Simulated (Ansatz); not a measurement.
Species: C₂H₄, charge 1, multiplicity 2. 
Coordinates optimised at B3LYP-D3(BJ)/def2-TZVP (Ansatz, a program for electronic structure):
```
C
C 1 1.3877
H 2 1.0896 1 121.13
H 2 1.0896 3 117.74 1 -180.00
H 1 1.0896 2 121.13 3 -151.40
H 1 1.0896 5 117.74 2 180.00
```
Charge +1, spin multiplicity 2.

Basis-set convergence of Hartree-Fock and CCSD(T) correlation energies (hartree) with Ansatz. Cores are frozen in the correlated levels unless marked. UHF or UKS for open shells. No spin-orbit coupling. Non-relativistic.

| basis | functions | E(HF) | E(corr, CCSD(T)) |
|---|---|---|---|
| def2-SVPD | 72 | -77.65250 | -0.27306 |
| def2-TZVPPD | 142 | [?] | [?] |

Q: Fill in the missing entries.

A: 
- def2-TZVPPD, E(HF): -77.74023
- def2-TZVPPD, E(corr, CCSD(T)): -0.31612
